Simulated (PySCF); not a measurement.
# TDDFT beside published excitation energies

Published values to compare with (the computed states carry no symmetry labels, so the two lists aren't matched line by line):

```tsv
state	E (eV)	f	kind of transition	source
1Au[F](π→π*)	3.64		vertical emission from the excited-state geometry	[1]
1A2[F](π→π*)	3.85		vertical emission from the excited-state geometry	[1]
3Σu+(π→π*)	5.20		band maximum or as reported	[2]
1A(S1)	5.23		0-0 transition	[3]
3Σu+(π→π*)	5.53		vertical absorption	[1]
3Δu(π→π*)	6.00		band maximum or as reported	[2]
3Δu(π→π*)	6.40		vertical absorption	[1]
3Σu-(π→π*)	7.08		vertical absorption	[1]
1Σu-(π→π*)	7.10		vertical absorption	[1]
1Δu(π→π*)	7.20		band maximum or as reported	[2]
1Δu(π→π*)	7.44		vertical absorption	[1]
```

[1] computed, theoretical best estimate (aug-cc-pVTZ, frozen core, CC3 geometry), gas; Veril, Scemama, Caffarel, Lipparini, Boggio-Pasqua, Jacquemin, Loos, WIREs Comput. Mol. Sci. 2021, 11, e1517 (QUESTDB)
[2] measured, gas; Loos, Scemama, Blondel, Garniron, Caffarel, Jacquemin (2018), arXiv:1807.02045, literature column
[3] measured, gas; Analytical gradients for NEO-TDDFT (2021), arXiv:2105.05191, experiment column

Compound: C₂H₂.
Geometry (PBE0-D3(BJ)/def2-TZVP, Å), atoms numbered from 1 in this order:
```
atom  x, y, z in Å
C1     0.486    0.143    0.644
C2    -0.467   -0.155   -0.016
H3     1.334    0.408    1.231
H4    -1.315   -0.421   -0.603
```

Method: PySCF 2.14.0, density-fitted response routines, TDDFT CAM-B3LYP/aug-cc-pVTZ, vertical, gas phase, core orbitals frozen in the response. Isolated species at its PBE0-D3(BJ)/def2-TZVP geometry, gas phase.

Computed singlets: 6.61 eV (f 0.000); 6.86 eV (f 0.000 summed over 2 states); 7.69 eV (f 0.154 summed over 2 states); 8.06 eV (f 0.000 summed over 2 states); 8.80 eV (f 0.000 summed over 2 states) [of 10 roots; the last level is left out, as the window may have cut its degenerate partner]. Computed triplets (Tamm–Dancoff): 5.44, 5.94, 5.94 eV.

Problem. How does the lowest computed singlet compare with the best estimate listed for the lowest singlet (vertical absorption)?

Solution. 6.61 eV against 7.10 eV for 1Σu-(π→π*) [1]: a difference of -0.49 eV. Geometry and basis of the two calculations needn't be the same.

Problem. How does the lowest computed triplet compare with the best estimate listed for the lowest triplet (vertical absorption)?

Solution. 5.44 eV against 5.53 eV for 3Σu+(π→π*) [1]: a difference of -0.09 eV. Geometry and basis of the two calculations needn't be the same.

[F] marks fluorescence, computed at the excited state's geometry.

Adiabatic (Te) and 0-0 energies refer to the relaxed excited state and aren't the vertical quantity computed here.

A measured band maximum holds vibronic effects and, in solution, solvent shifts, so it needn't equal the vertical energy.
